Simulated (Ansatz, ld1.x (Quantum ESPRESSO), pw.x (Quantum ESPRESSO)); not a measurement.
## barium (Ba): does the TM potential hold in the solid?

```
Element                 : Ba (Z = 56)
Generator               : ld1.x (Quantum ESPRESSO) 7.5
Type                    : norm-conserving Troullier–Martins (Kleinman–Bylander form)
Functional              : PBEsol
Relativity              : scalar-relativistic
Frozen core             : [Xe]
Valence charge          : 2
Reference configuration : 5d0 6s1 6p0 (charge +1)
Partial waves           : 6s (bound): rc 4.00 bohr; 6p (bound, empty): rc 3.90 bohr; 5d (bound, empty): rc 3.10 bohr
Local potential         : all-electron potential smoothed inside 2.90 bohr (lloc = -1)
Core correction         : none
```

Atomic tests: cutoffs needed: 6 Ry and 6 Ry (the cutoffs (Ry, on a coarse ladder) from which the occupation-weighted sum of valence levels, in a spherical-Bessel basis at the reference potential, stays within 10 and 1 mRy of its value at 400 Ry); ghost test: ghost states, extra bound levels that the all-electron valence spectrum of the same l lacks: s at -28.8 eV, p at -7.0 eV; a true bound ghost makes a file unfit for plane-wave use (spherical-Bessel basis up to 400 Ry, 20 bohr box); configuration tests: 1 of 7 tests not solved or not reliable.

Crystal test: sc Ba in pw.x 7.5, no spin, 9³ k-points, Fermi–Dirac smearing 0.01 Ry, cutoffs 35/140 Ry. The reference is all-electron LAPW (Ansatz 0.2.0) with the same functional, mesh and smearing; V0 and B0 come from Birch–Murnaghan fits to the pressures at five volumes. Errors are pseudo minus all-electron; Δ is the rms difference of the E(V) curves that follow from these fits, minima aligned, over ±6 % about the mean V0. Mesh and smearing are coarse, so the numbers serve the comparison and aren't converged zero-temperature values; the lattice is a test structure that the element need not adopt.

All-electron: a0 = 3.823 Å (V0 = 55.86 Å³/atom), B0 = 7.5 GPa.

Task: How far does the potential miss the all-electron equation of state?

Result: mean pressure error (GPa): +0.21. The pressure does not cross zero within the volumes sampled, so no fit is given. The largest radius (4.00 bohr) exceeds half the bond length (3.61 bohr), so the spheres overlap, which is one possible source of error among others. This is a poor potential for the solid. Note: ghost states, extra bound levels that the all-electron valence spectrum of the same l lacks: s at -28.8 eV, p at -7.0 eV. A true bound ghost makes a file unfit for plane-wave use. Atomic configuration tests: 1 of 7 tests not solved or not reliable.

```tsv
V (Å³/atom)	P all-electron (GPa)	P pseudo (GPa)
52.853	0.46	0.36
54.244	0.23	0.30
55.635	0.03	0.25
57.026	-0.15	0.21
58.417	-0.31	0.18
```

Task: At the middle volume, how do free energy and pressure move when the wave cutoff is lowered (ecutrho kept at four times it)?

Result:

```csv
cutoff (Ry),shift of F (meV/atom),shift of P (GPa)
16,+13.1,-0.03
21,+7.9,-0.04
28,+1.8,-0.02
```

The run at the middle volume (35 k-points, 33 iterations) took about 11 s on one core of a shared host (Neoverse-V2, 96 threads, 742 GiB, load 51).
